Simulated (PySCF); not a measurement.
# Mayer bond orders and bond lengths

Species: difluoroacetylene, C₂F₂.
SMILES with atom numbers: `[F:1][C:2]#[C:3][F:4]`

Geometry (GFN2-xTB, Å), atoms numbered from 1 in this order:
```xyz
4
C2F2 angstrom
F     -1.7546   -0.0468    0.9378
C     -0.5913    0.0036    0.3960
C      0.5962   -0.0027    0.2371
F      1.7598    0.0507   -0.3042
```

Bond orders from the PBE0/pcSseg-1 density (PySCF). Geometry: GFN2-xTB; no solvent, vibrations or thermal averaging.

How far do the computed orders between heavy atoms stray from the drawn ones?

The largest departure is 0.344, at C2–C3 (drawn triple, 2.656). Drawn double or triple, more than 0.30 short of the drawn order: C2–C3 (2.656).

Set the Mayer orders of the bonds beside their lengths.

```csv
bond,drawn as,length (Å),Mayer order
F1–C2,single,1.284,1.061
C2–C3,triple,1.198,2.656
C3–F4,single,1.284,1.061
```

Sum the orders of all bonds at each heavy atom with more than one neighbour and set the sums beside the valence in the SMILES.

C2 3.717 (drawn 4), C3 3.717 (drawn 4). Orders between atoms that aren't bonded are not in these sums.

The Mayer order sums products of elements of PS (density times overlap matrix) between the two atoms' basis functions, so it depends on the basis set.
